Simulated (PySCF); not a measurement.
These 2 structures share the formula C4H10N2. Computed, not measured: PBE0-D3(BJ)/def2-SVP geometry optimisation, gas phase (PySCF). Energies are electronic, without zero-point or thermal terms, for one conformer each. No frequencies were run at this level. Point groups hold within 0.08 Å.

Problem. Order them by energy at this level, lowest first, and give relative energies in kJ/mol.
A. `[CH3:1][N:2]1[CH2:3][CH2:4][N:5]1[CH3:6]` with C1–N2–C3–C4 -134°, N2–C3–C4–N5 18°, C3–C4–N5–C6 -134°, C1–N2–N5–C4 138°
B. `[CH2:1]1[CH2:2][NH:3][CH2:4][CH2:5][NH:6]1` with N6–C1–C2–N3 52°, C1–C2–N3–C4 -51°, C2–N3–C4–C5 51°, N3–C4–C5–N6 -52° (piperazine)

Solution. B (0.0), A (172.1).

As drawn, the lower has an N–H bond, which the higher lacks; the higher has a four-membered ring and an N–N linkage, which the lower lacks.

```json
{"SMILES": "C1CNCCN1", "E (Eh)": "-267.43398", "E rel (kJ/mol)": "0.0", "dipole (D)": "0.00", "point group": "C2h", "A, B, C (MHz)": "4730, 4547, 2638"}
{"SMILES": "CN1CCN1C", "E (Eh)": "-267.36843", "E rel (kJ/mol)": "172.1", "dipole (D)": "0.62", "point group": "C2", "A, B, C (MHz)": "5106, 3846, 2464"}
```

Problem. How do the relative energies change in single points at PBE0/pcSseg-1 (no added dispersion term) on the same geometries?

Solution. 
```
  SMILES  PBE0-D3(BJ)/def2-SVP (kJ/mol)  PBE0/pcSseg-1 (kJ/mol)  shift
C1CNCCN1                            0.0                     0.0    0.0
CN1CCN1C                          172.1                   161.1  -11.0
```

Each column counts from its own lowest isomer. The order is unchanged; the largest shift is 11.0 kJ/mol.
